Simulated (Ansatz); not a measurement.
## Lattice parameter a of some cubic solids

Method: r²SCAN50 (Ansatz, a program for electronic structure, PAW). References are measured values corrected to a static lattice. The table is a random draw of 10 from 20 solids with such references.

Values in Å.

```csv
solid,reference,r²SCAN50,error (%)
fcc Pb,4.902¶,4.957,+1.12
zinc-blende InAs,6.047,6.030,-0.28
bcc V,3.021,2.937,-2.78
bcc Cs,6.039¶,6.337,+4.93
3C-SiC,4.346,4.319,-0.62
fcc Cu,3.595¶,3.629,+0.95
rock-salt MgS,5.188,5.168,-0.39
zinc-blende BP,4.525,4.503,-0.49
fcc Sr,6.045¶,6.190,+2.40
grey tin (α-Sn),6.477,6.453,-0.37
```

Over these 10 solids the mean error is +0.45 %, the mean absolute error 1.43 % (median 0.78 %), and the worst case bcc Cs at +4.93 %; the value is too low in 6 of 10 cases. Over all 20, from unrounded values, the mean error is +0.69 % and the mean absolute error 1.52 % (median 0.93 %). Caveats on values not shown: the cell is over a tenth larger than the published one: the level's own overestimate first of all, though another phase or state, or a fault of the published cell, is possible (1).

All these references are brought to a static lattice.

Spin–orbit coupling is left out, also for the solids with elements from indium on (fcc Pb, zinc-blende InAs, bcc Cs, grey tin (α-Sn)); its size isn't shown.

¶ marks references of a special kind: fcc Pb, 4.902 Å (measured, low-temperature or extrapolated to 0 K; zero-point anharmonic expansion removed, our sources range from 4.902 to 4.912; as tabulated in Csonka et al. (2009), arXiv:0903.4037); bcc Cs, 6.039 Å (measured, low-temperature or extrapolated to 0 K; zero-point anharmonic expansion removed; as tabulated in Csonka et al. (2009), arXiv:0903.4037); fcc Cu, 3.595 Å (measured, low-temperature or extrapolated to 0 K; zero-point anharmonic expansion removed; as tabulated in Csonka et al. (2009), arXiv:0903.4037); fcc Sr, 6.045 Å (measured, low-temperature or extrapolated to 0 K; zero-point anharmonic expansion removed; as tabulated in Csonka et al. (2009), arXiv:0903.4037).

Exact exchange on metals is sensitive to the k mesh.

Differences are worked out from the printed values.

Ansatz's density-functional and Hartree–Fock values are scalar-relativistic unless marked +SOC, with PAW data made under PBE.

Ansatz's runs of these crystals have no spin polarisation. Meta-GGAs and exact exchange favour moments, which can bear on bcc V.

Not in this set, of the solids of all kinds but layered and molecular ones with a reference value in our tables and a result at some level: 298 for a reference at room or unstated temperature; 48 for no value at r²SCAN50 (not run, a failed fit, an unstable or unbound cell, or a value held back for tests); 10 for a high-temperature or high-pressure phase; 3 for a cell known from the COD alone; 1 for a doubt noted on the run at r²SCAN50. These can be a level's best or worst cases. At least 60 more with a reference value are held back for tests. Solids without a released value at any level aren't counted. The metals Ce to Yb are counted apart.

References as tabulated in Mejia-Rodriguez and Trickey (2018), arXiv:1807.09216; Csonka et al. (2009), arXiv:0903.4037; Goldzak et al. (2022), arXiv:2208.04865.
